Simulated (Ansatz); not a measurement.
The input, for Ansatz 0.2.0:

```yaml
crystal:
  periodic: [false, false, false]
  atoms:
    - {symbol: Al, position_ang: [0.000000, -0.092628, 0.546421]}
    - {symbol: N, position_ang: [0.000000, 0.095158, -1.141423]}
    - {symbol: H, position_ang: [0.000000, 1.157201, 1.234491]}
basis:
  gaussian: {orbitals: 6-31G}
magnetization: {spin_polarized: false, initial_magnetization: 3}
correlation: {method: fci, electrons: outside_noble_gas}
```

```sh
$ ansatz run in.yaml --threads 1 --pin off --events-out ev --progress --plain --max-ram 2393MiB
```

Log:

```
516 factors; integrals over basis functions are off by at most 7.5e-8 eV
mean field evaluation 1: about -8073.9865 eV, gradient 9.9e0 eV
mean field evaluation 2: about -8074.0297 eV, gradient 9.9e0 eV
mean field evaluation 4: about -8075.0875 eV, gradient 2.5e0 eV
mean field evaluation 8: about -8075.1429 eV, gradient 3.9e-1 eV
mean field evaluation 16: about -8075.1667 eV, gradient 3.3e-4 eV
mean field evaluation 32: about -8074.6296 eV, gradient 4.5e-1 eV
mean field evaluation 64: about -8074.5791 eV, gradient 1.9e-5 eV
mean field -8075.16667910 eV, -296.7569019122 hartree, gradient 6.3e-6 eV, S^2 3.750000; 9 other end points of the search recorded, 0 dependent functions left out
mean field evaluation 96: about -8075.2546 eV, gradient 2.3e-4 eV
mean field evaluation 128: about -8074.6129 eV, gradient 2.7e0 eV
determinant -8075.16667910 eV, -296.7569019122 hartree, with singles and doubles -8077.78757021 eV, -296.8532178843 hartree
determinant -8074.57905770 eV, -296.7353072243 hartree, with singles and doubles -8077.36048486 eV, -296.8375227870 hartree
determinant -8075.16667910 eV, -296.7569019122 hartree, with singles and doubles -8077.79500877 eV, -296.8534912461 hartree
determinant -8074.57905770 eV, -296.7353072243 hartree, with singles and doubles -8077.37027627 eV, -296.8378826148 hartree
6 core orbitals not correlated: weight in the atoms' cores, before any rotation towards them, 1.000 or more for the frozen orbitals, at most 0.000 for the correlated occupied ones
reference -8075.16667910 eV, -296.7569019122 hartree; 6, 3 occupied and 12, 15 virtual orbitals, 516 factors
state -8077.86005359 eV, -296.8558815991 hartree
Total energy: -8077.86005359 eV, -296.8558815991 hartree
```

Natural occupations: 1.9811 1.9664 1.9600 0.9975 0.9940 0.9913 0.0263 0.0227 0.0218 0.0143 0.0068 0.0048 0.0047 0.0036 0.0027 0.0008 0.0006 0.0005.

Ran on 1 thread of Arm Neoverse V1, shared host: 2 min wall, 0.99 GiB peak host memory.
